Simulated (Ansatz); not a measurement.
# Match the barriers

Saddle point of Si2H6S, closed shell (Si₂H₆S ([SiH3][SiH2][SH]) → Si₂H₄ ([SiH][SiH3]) + H₂S (still joined by a long Si–S bond); bonds formed: S2–H3; bonds broken: Si1–H3; bonds weakened to dative contacts: Si1–S2), PBE0-D4/def2-TZVP structure:

Si1  (-1.078, -0.582, 0.125)
S2  (1.187, -1.664, -0.070)
H3  (-0.231, -1.889, -0.629)
H4  (-1.056, -0.630, 1.630)
Si5  (-0.093, 1.494, -0.377)
H6  (0.917, -2.581, 0.875)
H7  (0.913, 1.926, 0.633)
H8  (-1.145, 2.543, -0.488)
H9  (0.585, 1.385, -1.699)
(Å)

Program: Ansatz 0.2.0. Basis: def2-TZVPP, with def2-QZVPP for the basis limit. Cores are frozen in the correlated methods. B3LYP uses VWN-RPA correlation. Extrapolation: Hartree–Fock as exp(−7.88 √X), correlation as X^−2.97. Four methods, as single points on the PBE0-D4 structures, gave these electronic barriers from the start structure: 53.87, 59.22, 66.70, 77.96 kcal/mol.

(1) The methods were, in alphabetical order, B3LYP-D4, BHLYP-D4, BLYP-D4, HF. Which gave which? (A judgement: the text doesn't fix the answer.)

The T1 diagnostic stays at or below 0.017. The restricted Hartree–Fock reference is unstable towards an unrestricted one at one or more of these structures.

## Answers

(1) By the calculation: BLYP-D4 53.87; B3LYP-D4 59.22; BHLYP-D4 66.70; HF 77.96 kcal/mol. For comparison, CCSD(T) at an estimated basis limit (MP2 extrapolated from triple and quadruple zeta, plus CCSD(T) − MP2 in triple zeta) gives 62.67 kcal/mol.

Losses and insertions of silylenes and their heavier kin drive the gas-phase chemistry of silicon and germanium vapour deposition.

Labels in which every atom is bracketed show which atoms are joined, not bond orders.

For scale, one of the runs: CCSD(T)/def2-TZVPP, 210 basis functions, launched by `ansatz run in.yaml --threads 2 --pin off --events-out ev --progress --plain --max-ram 4352MiB`. Hardware: 2 CPU threads of an Arm Neoverse V2, shared host. Wall time 43 s; peak host memory 2.5 GiB.
